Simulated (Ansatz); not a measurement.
# CH4NSi: the cost of one run

Method: RKS B3LYP-D4/def2-TZVP, in Ansatz 0.2.0.

### 1 The structure to begin with

Bond lengths: N1–C2 1.275 Å, C2–Si3 1.842 Å, N1–H4 1.049 Å, Si3–H5 1.496 Å, Si3–H6 1.520 Å, Si3–H7 1.496 Å. Angles: N1–C2–Si3 135.3°, C2–N1–H4 119.4°, C2–Si3–H5 104.7°, C2–Si3–H6 137.5°, C2–Si3–H7 104.8°, H5–Si3–H6 100.1°, H5–Si3–H7 106.8°, H6–Si3–H7 100.2°.

Coordinates:

```xyz
7

N    -0.9884   -1.8127    0.3275
C     0.0205   -1.1442   -0.0734
Si    0.4559    0.6434   -0.1606
H    -1.8218   -1.3058    0.7124
H     0.7890    0.8831   -1.5994
H    -0.1913    1.9736    0.1896
H     1.7361    0.7627    0.6040
```

### 2 Relaxing end A

input.yaml

```yaml
crystal:
  periodic: [false, false, false]
  atoms:
    - { symbol: "N", position_ang: [-0.98842, -1.81268, 0.32746] }
    - { symbol: C, position_ang: [0.02054, -1.14418, -0.0734] }
    - { symbol: Si, position_ang: [0.4559, 0.64336, -0.16063] }
    - { symbol: H, position_ang: [-1.82179, -1.30582, 0.71236] }
    - { symbol: H, position_ang: [0.78896, 0.88305, -1.5994] }
    - { symbol: H, position_ang: [-0.19128, 1.97361, 0.18963] }
    - { symbol: H, position_ang: [1.73609, 0.76267, 0.60399] }
total_charge: -1
basis:
  gaussian: { orbitals: def2-TZVP }
hamiltonian:
  xc: b3lyp
  dispersion: d4
relax:
  f_tol: 0.015
  max_steps: 40
```

On the command line:

```console
$ ansatz run input.yaml --threads 2 --pin off --max-ram 3072MiB --backend cpu --events-out ev --progress --plain --runs-dir out
```

What time and memory should one allow on 2 threads of Intel Xeon Platinum 8375C at 2.90GHz (Ice Lake), shared host?

About 16 s, with a peak of 0.21 GiB.
